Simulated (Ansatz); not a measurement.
Mulliken charges of H$_{5}$OSi$_{2}$, SMILES `O[SiH][SiH3]` radical from r2SCAN/def2-TZVPP in Ansatz (PBE0-D4/def2-TZVP geometry).

| atom | x (Å) | y (Å) | z (Å) | charge (e) |
| --- | --- | --- | --- | --- |
| O1 | -0.929 | 0.938 | -1.717 | -0.385 |
| Si2 | 0.090 | 1.134 | -0.425 | 0.291 |
| Si3 | 0.314 | -0.774 | 0.918 | 0.145 |
| H4 | -1.806 | 0.598 | -1.530 | 0.204 |
| H5 | 1.379 | 1.582 | -1.024 | -0.067 |
| H6 | 1.190 | -0.427 | 2.069 | -0.061 |
| H7 | 0.884 | -1.960 | 0.217 | -0.060 |
| H8 | -1.030 | -1.149 | 1.438 | -0.067 |

By hand: the dipole of these point charges (1 e Å = 4.8032 D).

Σ q r = (-0.088, 0.093, 0.191) e Å, of length 0.230 e Å = 1.10 D.

How does the dipole of the full density compare? (Estimate.)

The calculation gave: (-0.220, -0.081, 0.085) e Å, 1.20 D; the point charges give 0.92 times that, at 61° from its direction.

Point charges leave out the atoms' own dipoles, such as those of lone pairs, and Mulliken's split depends on the basis, so the two needn't agree.
